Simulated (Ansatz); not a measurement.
# SiHClO (triplet): wave-function methods side by side, cc-pVDZ

How much of the correlation energy of SiHClO (triplet) does each wave-function method recover here?

Computed with Ansatz 0.2.0, Gaussian basis. Level: cc-pVDZ, core rule «outside noble gas», up to 11 orbitals frozen.

Plan: UHF; CCSD(T) on ROHF; CCSD(T) on UHF; BCCD(T) on ROHF; CISD; CCSDT(Q) on ROHF; CCSDT(Q) on UHF.

8 further runs of the same task are left out: 2 for a known fault of the program, 6 set aside as unsound or not needed.

### Step 1. The geometry

The geometry is a PBE0/def2-TZVP stationary point (not a proven minimum).

4 atoms, charge 0, spin multiplicity 3.

Atoms are counted from 1 here; the program's logs count them from 0.

Bond lengths: Cl1–Si2 2.056 Å, Si2–O3 1.650 Å, O3–H4 0.961 Å. Angles: Cl1–Si2–O3 118.8°, Si2–O3–H4 115.3°.

### Step 2. UHF

in.yaml reads:

```yaml
crystal:
  periodic: [false, false, false]
  atoms:
    - {symbol: Cl, position_ang: [-0.008356, -0.197707, 1.342880]}
    - {symbol: Si, position_ang: [-0.024651, 0.557521, -0.569653]}
    - {symbol: O, position_ang: [0.107494, -0.489540, -1.837441]}
    - {symbol: H, position_ang: [-0.725501, -0.810184, -2.194734]}
basis:
  gaussian: {orbitals: cc-pVDZ}
magnetization: {spin_polarized: true, initial_magnetization: 2}
hamiltonian: {xc: hf}
output: {orbitals: {seedname: orbitals}}
```

The run is started by

```sh
> ansatz run in.yaml --threads 1 --pin off --events-out ev --progress --plain --max-ram 2560MiB --backend cpu
```

Further steps of the session: CCSD(T) on ROHF; CCSD(T) on UHF; BCCD(T) on ROHF; CISD; CCSDT(Q) on ROHF; CCSDT(Q) on UHF.

**Question.** What will the summary of the whole plan be? Wanted: UCCSDT(Q) below the RHF energy; RMP2 from UCCSDT(Q); UMP2 from UCCSDT(Q); RCCSD from UCCSDT(Q); RCCSD(T) from UCCSDT(Q); UCCSD(T) from UCCSDT(Q); RCCSDT(Q) from UCCSDT(Q); T1 diagnostic.

**Answer**, as computed:

| quantity | value |
| --- | --- |
| UCCSDT(Q) below the RHF energy | -11.3066 eV |
| RMP2 from UCCSDT(Q) | +940.0 meV |
| UMP2 from UCCSDT(Q) | +933.1 meV |
| RCCSD from UCCSDT(Q) | +312.9 meV |
| RCCSD(T) from UCCSDT(Q) | +53.6 meV |
| UCCSD(T) from UCCSDT(Q) | +53.2 meV |
| RCCSDT(Q) from UCCSDT(Q) | +2.9 meV |
| levels within 1 kcal/mol (43 meV) | RCCSDT, UCCSDT, RCCSDT(Q) |
| T1 diagnostic | 0.020 |

What this shows: RCCSD(T) lands +53.6 meV from the yardstick (0.5 % of the correlation energy). These misses are within one basis, not against nature; the frozen cores of restricted and unrestricted runs differ, which can shift their rows.
